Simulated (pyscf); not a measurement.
Single points on ωB97X-D3(BJ)/def2-SVP structures (PySCF, gas phase).

Question: Estimate by transition-state theory the rate constant of F–SiH₂• + hydrogen (H₂) -> F–SiH₃ + H atom (H•) (doublet surface; H–H broken, H–Si formed) at 900 K, with ωB97M-D3(BJ)/def2-TZVP energies (ideal gas, 1 atm, RRHO with modes under 100 cm⁻¹ raised to 100, one conformer, R ln 2 for chiral ones without a mode under 150 cm⁻¹; no tunnelling).

Answer: The electronic barrier is 14.8 kcal/mol and the thermal terms add +21.0, so ΔG‡ = 35.8 kcal/mol. With k_BT/h = 1.88e+13 s⁻¹ and RT = 1.788 kcal/mol, and a volume of 1.23e-19 cm³ per molecule at 1 atm, k = 4.6e-15 cm³ molecule⁻¹ s⁻¹. Wigner's tunnelling factor for 1118i cm⁻¹ would be 1.13. A shift of 1 kcal/mol in the barrier changes k by a factor 1.7. This is the saddle that the search found; another between the same sides may lie lower. The angle at the transferred H is 178°.
